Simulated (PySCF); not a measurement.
**SFOH: singlet, from a bent start**

Aim: relax SFOH as a singlet from a bent start, check by its vibrations whether the end is a minimum, and collect its spectrum and constants.

Program: PySCF 2.14.0. Level of theory: PBE0, basis S def2-TZVP, F def2-TZVP, O def2-TZVP, H def2-TZVP, no relativity, density fitting. These are calculated values, not measurements.

### Step 1. Starting geometry

4 atoms, charge 0, spin multiplicity 1.

Bond lengths: S1–F2 1.670 Å, S1–O3 1.660 Å, O3–H4 0.960 Å. Angles: F2–S1–O3 110.0°, S1–O3–H4 130.0°.

Coordinates in bohr (charge 0 multiplicity 1):
```
S     0.0000    0.0000    0.0000
F     2.5851    0.0000    1.8102
O    -2.5696    0.0000    1.7992
H    -3.5249    1.3897    2.4682
```

### Step 2. First SCF at the start

One driver script runs all steps and calls PySCF; scf.py shows how it sets up the SCF of each step. The optimiser is the driver's own. After this first run the driver tries any further starts and a stability analysis.

scf.py reads:

```python
from pyscf import gto, scf, dft
mol = gto.M(atom='''
S      0.000000     0.000000     0.000000
F      1.368000     0.000000     0.957900
O     -1.359800     0.000000     0.952100
H     -1.865300     0.735400     1.306100''',
    basis={'S': 'def2-TZVP', 'F': 'def2-TZVP', 'O': 'def2-TZVP', 'H': 'def2-TZVP'},
    charge=0, spin=0)
mf = dft.RKS(mol, xc='PBE0')
mf.grids.atom_grid = (50, 194)
aux = {'S': 'def2-universal-JKFIT', 'F': 'def2-universal-JKFIT', 'O': 'def2-universal-JKFIT', 'H': 'def2-universal-JKFIT'}
mf = mf.density_fit(auxbasis=aux)
mf.conv_tol = 1e-08
mf.diis_space = 10
mf.max_cycle = 60
mf.init_guess = 'minao'
mf.verbose = 4
mf.kernel()
```

The run is started by

```console
$ OMP_NUM_THREADS=2 python axn.py task.json out
```

The program printed:

```text
init E= -573.802695235191
  HOMO = -0.244684501803491  LUMO = -0.105756446149894  gap/eV = 3.78042
cycle= 1 E= -573.500630543103  delta_E= 0.302  |g|= 0.702  |ddm|= 1.74
  HOMO = -0.238262213504414  LUMO = -0.0353558553865139  gap/eV = 5.52136
cycle= 2 E= -573.334397779178  delta_E= 0.166  |g|=  1.2  |ddm|= 0.894
  HOMO = -0.249491428187909  LUMO = -0.0504704618060406  gap/eV = 5.41564
cycle= 3 E= -573.581185279838  delta_E= -0.247  |g|= 0.0728  |ddm|= 0.603
  HOMO = -0.255038773794794  LUMO = -0.048969516990967  gap/eV = 5.60743
cycle= 4 E= -573.582321414316  delta_E= -0.00114  |g|= 0.0285  |ddm|= 0.0768
  HOMO = -0.254381867021998  LUMO = -0.048166208905036  gap/eV = 5.61141
cycle= 5 E= -573.582434794336  delta_E= -0.000113  |g|= 0.0168  |ddm|= 0.0218
  HOMO = -0.254041049341346  LUMO = -0.0480480483889376  gap/eV = 5.60536
cycle= 6 E= -573.582480255259  delta_E= -4.55e-05  |g|= 0.00206  |ddm|= 0.00887
  HOMO = -0.254090631621274  LUMO = -0.0480447127533536  gap/eV = 5.60680
cycle= 7 E= -573.582481150675  delta_E= -8.95e-07  |g|= 0.000224  |ddm|= 0.0016
  HOMO = -0.254085914321706  LUMO = -0.0480456592826624  gap/eV = 5.60664
cycle= 8 E= -573.582481165898  delta_E= -1.52e-08  |g|= 5.26e-05  |ddm|= 0.000243
  HOMO = -0.25408271333928  LUMO = -0.0480430408872559  gap/eV = 5.60663
cycle= 9 E= -573.582481166699  delta_E= -8.01e-10  |g|= 1.7e-05  |ddm|= 7.07e-05
  HOMO = -0.254084298500423  LUMO = -0.0480440636595047  gap/eV = 5.60664
Extra cycle  E= -573.582481166696  delta_E= 2.27e-12  |g|= 2.01e-05  |ddm|= 2.65e-05
converged SCF energy = -573.582481166696
```

This step, with its further starts and checks, ran for 7.6 s (2 threads of Arm Neoverse V1, shared host).

Energies from each starting density:

```tsv
start	energy (Eh)
the minimal-basis guess	-573.582481
a thermally smeared density	-573.582481
a smeared PBE density	-573.582481
```

No lower closed-shell solution turned up from the other starts or in the test of internal stability.

### Step 3. Relaxing the singlet from the bent start

The program finds C1 symmetry in the start. The walk stops when the largest gradient is under 0.0003 Eh/bohr and the energy has settled too.

scf.py: that of step 2 with these lines changed.

```diff
@@ -3,4 +3,4 @@
-S      0.000000     0.000000     0.000000
-F      1.368000     0.000000     0.957900
-O     -1.359800     0.000000     0.952100
-H     -1.865300     0.735400     1.306100''',
+S     -0.034720    -0.010904    -0.511137
+F      1.333280    -0.010904     0.446763
+O     -1.394520    -0.010904     0.440963
+H     -1.900020     0.724496     0.794963''',
@@ -16 +15,0 @@
-mf.init_guess = 'minao'
```

Energy and gradient, step by step:

```tsv
step	energy (Eh)	change (kJ/mol)	largest gradient (Eh/bohr)
0	-573.582481	0.00	0.03697
1	-573.596780	-37.54	0.01696
2	-573.598659	-42.48	0.00982
3	-573.598983	-43.33	0.00987
4	-573.599104	-43.64	0.00590
5	-573.599204	-43.91	0.00100
6	-573.599207	-43.91	0.00042
7	-573.599207	-43.91	0.00009
```

The walk took 9.6 s.

Geometry (Å) and forces (eV/Å) at some steps:

```
step 0
S   -0.035  -0.011  -0.511  -0.576   0.704   1.234
F    1.333  -0.011   0.447  -1.475   0.091  -0.368
O   -1.395  -0.011   0.441   1.178  -1.901  -0.491
H   -1.900   0.725   0.795   0.873   1.107  -0.375
step 1
S   -0.077   0.019  -0.522  -0.121   0.276  -0.103
F    1.193   0.018   0.481  -0.278   0.040   0.130
O   -1.357  -0.096   0.445  -0.471   0.280   0.517
H   -1.754   0.750   0.768   0.870  -0.595  -0.545
step 4
S   -0.103   0.033  -0.531  -0.038   0.003  -0.302
F    1.128   0.040   0.504   0.097   0.009   0.185
O   -1.367  -0.124   0.450   0.002  -0.252   0.016
H   -1.654   0.743   0.749  -0.062   0.240   0.101
step 7
S   -0.104   0.027  -0.543   0.006   0.005   0.001
F    1.119   0.047   0.512  -0.001  -0.004   0.007
O   -1.368  -0.127   0.445  -0.004  -0.004  -0.006
H   -1.643   0.745   0.757  -0.002   0.003  -0.002
```

End point (C1, 7 steps, 43.9 kJ/mol gained): O–H 0.966 Å, S–F 1.615 Å, S–O 1.611 Å; F–S–O 101.2°, H–O–S 109.5°.

### Step 4. Vibrations and properties at this point

On the finer grid the gradient is checked again; gradients at displacements of ±0.02 bohr then give force constants and infrared intensities.

scf.py: that of step 3 with these lines changed.

```diff
@@ -3,4 +3,4 @@
-S     -0.034720    -0.010904    -0.511137
-F      1.333280    -0.010904     0.446763
-O     -1.394520    -0.010904     0.440963
-H     -1.900020     0.724496     0.794963''',
+S     -0.021609     0.021154    -0.545501
+F      1.202746     0.038735     0.507454
+O     -1.285024    -0.134249     0.442070
+H     -1.561655     0.737838     0.752295''',
@@ -10 +10 @@
-mf.grids.atom_grid = (50, 194)
+mf.grids.atom_grid = (75, 302)
@@ -13 +13 @@
-mf.conv_tol = 1e-08
+mf.conv_tol = 1e-10
```

The driver hands on the density of the step before, so the log starts near convergence.

SCF at the final geometry:

```text
init E= -573.599177034193
  HOMO = -0.250218271435486  LUMO = -0.029123831272892  gap/eV = 6.01629
cycle= 1 E= -573.599177034189  delta_E= 3.64e-12  |g|= 7.95e-06  |ddm|= 5.58e-06
  HOMO = -0.250218407635977  LUMO = -0.0291238170871086  gap/eV = 6.01629
Extra cycle  E= -573.599177034165  delta_E= 2.34e-11  |g|= 1.34e-05  |ddm|= 9.34e-06
converged SCF energy = -573.599177034165
```

The whole step took 39 s.

Geometry: C1; O–H 0.966 Å, S–F 1.615 Å, S–O 1.611 Å; F–S–O 101.3°, H–O–S 109.5°.

Modes, for the most abundant isotopes:

```
symmetry  ω (cm⁻¹)  IR (km/mol)
       a       355          4.9
       a       577          104
       a       794          158
       a       877         99.0
       a      1200         41.4
       a      3775         81.5
```

All wavenumbers are real: a minimum.

Constants and moments:

```yaml
Dipole_moment: 2.03 D
Highest_occupied_level: -6.81 eV
Lowest_empty_level: -0.79 eV
Rotational_constants: 0.8967, 0.2942, 0.226 cm⁻¹
Zero-point_energy: 45.3 kJ/mol
Principal_polarisabilities: 17.1, 21.7, 27.7 bohr³
Atomisation_energy_without_zero-point_energy: 1128 kJ/mol
Principal_traceless_quadrupole_moments_about_the_centre_of_mass: -4.35, -1.27, 5.63 D Å
Entropy_at_298.15_K_and_1_bar: 265.5 J/(mol K)
Heat_capacity_Cp_at_298.15_K: 50.2 J/(mol K)
Enthalpy_at_298.15_K_above_0_K: 11.71 kJ/mol
Rotational_symmetry_number: 1
```

Populations by atom (charges in e):

```
atom  Mulliken  Löwdin  polar tensor  Mayer order to S1
  S1      0.28    0.26          0.82                  –
  F2     -0.23   -0.18         -0.53               0.95
  O3     -0.39   -0.24         -0.57               1.15
  H4      0.34    0.15          0.28               0.02
```

Outer orbital energies (eV). occupied: -20.17, -15.95, -13.92, -13.57, -12.70, -11.27, -10.55, -6.81; empty: -0.79, -0.15, 1.73, 7.06.

Mulliken populations on S1: s 5.91, p 9.46, d 0.31, f 0.05.

### Step 5. Stability of the closed shell

At the lowest minimum the closed shell is tested against spin polarisation, on the (50, 194) grid. It is stable.

### Step 6. What came out

| quantity | value |
| --- | --- |
| minimum | singlet, C1 |
| geometry | O–H 0.966 Å, S–F 1.615 Å, S–O 1.611 Å; F–S–O 101.3°, H–O–S 109.5° |
| wavenumbers (cm⁻¹) | 355 (a), 577 (a), 794 (a), 877 (a), 1200 (a), 3775 (a) |
| dipole moment | 2.03 D |
| highest occupied, lowest empty level | -6.81, -0.79 eV |
| polar-tensor charge of S1 | +0.82 e |
| zero-point energy | 45.3 kJ/mol |
| entropy at 298.15 K | 265.5 J/(mol K) |
| atomisation energy (no zero-point energy) | 1128 kJ/mol |

What this shows: The bent start ends in a minimum without symmetry. In the infrared the band at 794 cm⁻¹ (a) leads. Other starts or spin states, not run here, may lie lower.

The search up to here ran for 59 s (2 threads of Arm Neoverse V1, shared host).
